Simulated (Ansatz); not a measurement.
How far each method lies from UCCSDT(Q) for HAlGa, doublet

Geometry: a PBE0/def2-TZVP stationary point for this spin, not checked as a minimum.

```xyz
3

Al    0.0000    0.0000    0.3496
Ga    0.0000    0.0000   -2.3209
H     0.0000    0.0000    1.9714
```

Basis cc-pVDZ; Ansatz 0.2.0. Correlated methods freeze the noble-gas cores and the filled d shells of p-block atoms, which leaves 7 electrons in 31 orbitals. Prefix R: restricted or restricted open-shell reference; prefix U: unrestricted. Active spaces: valence = (7e, 9o) chosen from the atoms' valence shells. No spin–orbit coupling is included, and no scalar relativity.

Full CI isn't at hand for all of this; UCCSDT(Q) serves as the reference, and is uncertain by the last step of the cluster series or more. The frozen core follows each run's orbitals, which can shift R against U totals by a few meV for light atoms and by up to 0.1 eV past Ca.

```
UHF ⟨S²⟩                            : 0.920
⟨S²⟩ of the determinant under UCCSD : 0.777
T1 diagnostic (RCCSD)               : 0.0217
largest doubles amplitude (RCCSD)   : 0.079
T1 diagnostic (UCCSD)               : 0.0264
```

```tsv
level	E − E(UMP2) (eV)
UCCSD	-0.8789
UCCSD(T)	-0.9969
```

(1) Estimate how far UCCSDT(Q) in cc-pVDZ lies from UCCSD(T). The table doesn't fix it; the size of (T) and the diagnostics are the guide.

(1) UCCSDT(Q) in cc-pVDZ lies 46 meV below UCCSD(T), which is 39 % of the (T) step (-118 meV). The diagnostics give no warning, yet the rest is a sizeable part of (T). The miss exceeds 1 kcal/mol.

The other levels:

```
 level  E − E(UCCSDT(Q)) (meV)  wall time
UCCSDT                       7          –
```

Run but not shown, since their state, orbitals or frozen core can't be matched to the reference's or they repeat it: RHF, UHF, RMP2, CISD, RCCSD, RCCSD(T), BCCD(T), RCCSDT, RCCSDT(Q), CASSCF (valence space), NEVPT2 (valence space), MRCISD (valence space), MRCISD+Q (valence space).

Natural occupations of CASSCF (valence space) about the gap: 1.975 1.945 1.885 0.988 0.057 0.055 0.045 0.034 0.016; effectively unpaired electrons, Σ n²(2−n)², 1.10.

Atomization energy (electronic, same basis, no zero-point term; atoms at the same level, unrestricted beside the R rows where the molecule is a closed shell, but restricted open-shell past Ca, as are all atoms' steps beyond CCSDT(Q)) at UCCSDT(Q): 356.1 kJ/mol. Errors of other levels:

```csv
level,error (kJ/mol)
UMP2,-14.2
UCCSD,-10.9
UCCSD(T),-2.9
UCCSDT,-0.7
```

This basis is far from its limit, so the value isn't to be set against a measured one.
